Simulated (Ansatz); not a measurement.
**AlH (singlet): the correlation ladder at distance Al1–H2 = 3.086 Å, cc-pVQZ**

One table from this session's results is given with a row withheld; the runs are named, their logs left out.

The runs use Ansatz 0.2.0, Gaussian basis; cc-pVQZ, core rule «outside noble gas», up to 5 orbitals frozen.

To be run: UHF; CCSD(T) on RHF; CCSD(T) on UHF; BCCD(T) on RHF; CCSDT(Q) on RHF; CCSDT(Q) on UHF; CASSCF and NEVPT2, 4 electrons in 5 orbitals; Full CI.

17 further runs of the same task are left out: 10 that didn't finish, 7 set aside as unsound or not needed.

## What is computed

The geometry derives from a PBE0/def2-TZVP stationary point (not a proven minimum). One bond is set to the value named and the two fragments are kept rigid.

2 atoms, charge 0, spin multiplicity 1.

Atoms are counted from 1 here; the program's logs count them from 0.

No contacts short enough for the rule that draws bonds.

Set-up of the first run:

in.yaml reads:

```yaml
crystal:
  periodic: [false, false, false]
  atoms:
    - {symbol: Al, position_ang: [0.000000, 0.000000, 0.000000]}
    - {symbol: H, position_ang: [0.000000, 0.000000, 3.086000]}
basis:
  gaussian: {orbitals: cc-pVQZ}
magnetization: {spin_polarized: true, initial_magnetization: 0}
hamiltonian: {xc: hf}
output: {orbitals: {seedname: orbitals}}
```

Command:

```bash
$ ansatz run in.yaml --threads 1 --pin off --events-out ev --progress --plain --max-ram 2393MiB
```

Steps of the session up to this table: UHF; CCSD(T) on RHF; CCSD(T) on UHF; BCCD(T) on RHF; CCSDT(Q) on RHF; CCSDT(Q) on UHF; CASSCF and NEVPT2, 4 electrons in 5 orbitals; Full CI.

One table of the session follows, with a row left open; its other results are not shown here.

```
        method  from FCI (kJ/mol)
           RHF             +264.7
           UHF                  ?
          RMP2              +87.1
          UMP2              +88.9
         RCCSD              +13.1
         UCCSD              +17.9
      RCCSD(T)               +2.4
      UCCSD(T)               +8.2
       BCCD(T)               +3.0
        RCCSDT               +0.5
        UCCSDT               +1.0
     RCCSDT(Q)               -0.1
     UCCSDT(Q)                0.0
CASSCF valence              +88.6
NEVPT2 valence              +29.3
           FCI                  0
```

Q: Estimate the row for UHF from the others.

**Answer.** from FCI (kJ/mol): +203.8. In the column «from FCI (kJ/mol)» it lies between UMP2 (+88.9) and RHF (+264.7).

Limits of these values: The determinant is far from a pure spin state, so its energy mixes those of several spin states (harmless only where they are near-degenerate, as at dissociation). Restricted and unrestricted rows rest on different reference determinants; where their highest levels disagree by more than a few hundredths of an eV, they describe different states and don't form one ladder.
